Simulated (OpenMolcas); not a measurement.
## How basis sets differ on P2 (diphosphorus)

P2 has 2 atoms, charge 0, and is taken as a singlet. SMILES: `P#P`. The bond length is the measured one.

```xyz
2

P     0.0000    0.0000    0.0000
P     0.0000    0.0000    1.8934
```

Quantity: the vertical energy of the triplet above the singlet, in eV. The values are calculated.

| level | kind | program | value (eV) | CPU time (all runs) |
| --- | --- | --- | --- | --- |
| PW91/STO-3G | GGA | OpenMolcas | 3.49 | 6 s |
| PW91/3-21G | GGA | OpenMolcas | 3.44 | 6.5 s |
| PW91/6-31G | GGA | OpenMolcas | 3.44 | 7.1 s |
| PW91/6-31G* (spherical functions) | GGA | OpenMolcas | 2.96 | 7.6 s |
| PW91/6-311G** | GGA | OpenMolcas | 2.98 | 8.8 s |
| PW91/6-311++G** | GGA | OpenMolcas | 2.97 | 9.8 s |
| PW91/6-311++G(2d,2p) | GGA | OpenMolcas | 2.93 | 13 s |
| PW91/6-311++G(3df,3pd) | GGA | OpenMolcas | 2.89 | 21 s |

The values span 2.89 to 3.49 eV. Sets with diffuse functions come out lower, a sign that the upper state is spread out (Rydberg-like). Without the sets that lack polarisation functions the rows with a basis span only 2.89 to 2.98 eV. Times are those of the runs behind each value, whatever else they computed, on shared processors of several kinds: orders of magnitude only.
